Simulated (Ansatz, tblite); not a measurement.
# MgI2: rung by rung

Aim: run the singlet of MgI2 at one geometry on many levels, and compare frontier levels, spin and run time.

Program: Ansatz 0.2.0, Gaussian basis. Level of theory: as each input shows. These are calculated values, not measurements.

The runs, in order: GFN1-xTB, GFN2-xTB, PBE-D4/def2-TZVP, r2SCAN-D4/def2-TZVP, BHLYP-D4/def2-TZVP, B97M-V/def2-TZVP, HSE06-D4/def2-TZVP, ωB97M-V/def2-TZVP, r2SCAN0-D4/def2-TZVP, LC-ωPBE/def2-TZVP, CAM-B3LYP-D4/def2-TZVP, PBE-D4/def2-SVP, PBE0-D4/def2-SVP, CCSD(T)/def2-TZVPP, MP2/def2-TZVP, RPA/def2-TZVP.

1 further run of the same task is left out (it didn't finish). Runs told in other sessions of the task aren't counted.

### Step 1. The relaxed structure

The geometry is that of the singlet, from an earlier relaxation (r2SCAN-D4/def2-TZVP).

3 atoms, charge 0, spin multiplicity 1.

Bond lengths: Mg1–I2 2.530 Å, Mg1–I3 2.530 Å. Angles: I2–Mg1–I3 179.8°.

I takes a core potential in the def2 sets. No spin-orbit coupling is included.

PBE0-D4/def2-TZVP was run before; its log isn't repeated, and its numbers join the tables.

### Step 2. GFN1-xTB

Tight binding, by tblite at 300 K electronic temperature and without a spin-polarisation term:

```python
tblite.interface.Calculator('GFN1-xTB', numbers, positions, charge=0, uhf=0).singlepoint()
```

Energy -236.8209 eV, HOMO -10.69 eV, LUMO -6.63 eV; 0.003 s.

### Step 3. GFN2-xTB

Tight binding, by tblite at 300 K electronic temperature and without a spin-polarisation term:

```python
tblite.interface.Calculator('GFN2-xTB', numbers, positions, charge=0, uhf=0).singlepoint()
```

Energy -225.6178 eV, HOMO -11.43 eV, LUMO -7.66 eV; 0.004 s.

### Step 4. PBE-D4/def2-TZVP

start.molden holds the orbitals of an earlier run on this state, given as this run's starting guess.

in.yaml

```yaml
crystal:
  periodic: [false, false, false]
  atoms:
    - {symbol: Mg, position_ang: [-0.002229, -0.001285, -0.000025]}
    - {symbol: I, position_ang: [-0.015317, -0.019684, 2.529642]}
    - {symbol: I, position_ang: [0.017536, 0.020969, -2.529617]}
basis:
  gaussian: {orbitals: def2-TZVP, initial_orbitals: start.molden}
hamiltonian: {xc: pbe, dispersion: d4}
scf: {omitted_lower_state_checks: [starts]}
output: {orbitals: {seedname: orbitals}}
```

Launch:

```console
> ansatz run in.yaml --threads 4 --pin off --events-out ev --progress --plain --max-ram 3916MiB
```

Further steps of the session: r2SCAN-D4/def2-TZVP; BHLYP-D4/def2-TZVP; B97M-V/def2-TZVP; HSE06-D4/def2-TZVP; ωB97M-V/def2-TZVP; r2SCAN0-D4/def2-TZVP; LC-ωPBE/def2-TZVP; CAM-B3LYP-D4/def2-TZVP; PBE-D4/def2-SVP; PBE0-D4/def2-SVP; CCSD(T)/def2-TZVPP; MP2/def2-TZVP; RPA/def2-TZVP.

**Question.** What will the summary of the whole plan be? Wanted: gap in def2-TZVP, named functionals, smallest and largest; correlation energy, CCSD(T)/def2-TZVPP; correlation energy, MP2/def2-TZVP; binding an atom, CCSD(T)/def2-TZVPP; PBE0 total energy, smallest basis above largest.

As calculated:

| quantity | value |
| --- | --- |
| gap in def2-TZVP, named functionals, smallest and largest | 4.04 eV (PBE-D4), 10.30 eV (LC-ωPBE) |
| correlation energy, CCSD(T)/def2-TZVPP | -31.15 eV |
| correlation energy, MP2/def2-TZVP | -31.94 eV |
| binding an atom, CCSD(T)/def2-TZVPP | 1.888 eV |
| PBE0 total energy, smallest basis above largest | 2.43 eV (def2-SVP, def2-TZVP) |

**Reading.** Orbital gaps of the named functionals in def2-TZVP span 4.04 eV (PBE-D4) to 10.30 eV (LC-ωPBE); exact exchange widens it. The functionals in def2-TZVP miss CCSD(T)/def2-TZVPP by -0.007 (ωB97M-V) to +0.166 eV (r2SCAN-D4) an atom. The reference is CCSD(T) in one finite basis, so it carries an error of its own, often a tenth of an eV or more, and near misses can't be ranked.
